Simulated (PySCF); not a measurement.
Species: (E)-acetaldoxime, C₂H₅NO.
SMILES: `O/N=C/C`

Level of theory: EOM-IP-CCSD/aug-cc-pVDZ in PySCF, restricted Hartree–Fock reference, frozen core, non-relativistic, gas phase, PBE0-D3(BJ)/def2-SVP geometry.

Hartree–Fock orbital energies give these Koopmans values (eV): HOMO 10.42, HOMO-1 11.93, HOMO-2 14.71, HOMO-3 15.39, HOMO-4 15.40, HOMO-5 16.56, HOMO-6 17.90, HOMO-7 19.72.

What vertical ionisation energies does EOM-IP-CCSD give?

```csv
leading hole (HF orbital),Koopmans (eV),EOM-IP-CCSD (eV),change (eV),one-hole share
HOMO,10.42,9.79,-0.63,0.96
HOMO-1,11.93,10.34,-1.59,0.94
HOMO-2,14.71,13.65,-1.06,0.95
HOMO-3,15.39,13.92,-1.47,0.94
HOMO-4,15.40,14.22,-1.18,0.96
HOMO-5,16.56,15.19,-1.37,0.94
HOMO-6,17.90,15.90,-2.00,0.93
HOMO-7,19.72,18.03,-1.69,0.92
```

Does the order of the lines follow the orbital energies?

Yes, no two lines change places. The corrections run from -2.00 to -0.63 eV, with a mean of -1.37 eV over the 8 lines; no line lies above its Koopmans value.

At what kinetic energies would He I light (21.22 eV) eject these electrons?

11.43 eV (HOMO), 10.88 eV (HOMO-1), 7.57 eV (HOMO-2), 7.30 eV (HOMO-3), 7.00 eV (HOMO-4), 6.03 eV (HOMO-5), 5.32 eV (HOMO-6), 3.19 eV (HOMO-7).

What total energy has the lowest final state, and which wavelength reaches it?

E(CCSD) + ionisation energy = -208.61683 + 0.35965 = -208.25718 Eh, at the geometry of the initial state. The threshold wavelength is 1239.84 eV nm/9.79 eV = 126.6 nm.

One root was sought for each valence orbital with −ε under 21 eV, eight at most, so deeper holes and satellites are missing; no vibrational structure.

Shape of the structure used: `[CH3:1]/[CH:2]=[N:3]/[OH:4]`: H–O4–N3–C2 180°.

One conformer stands for the species.
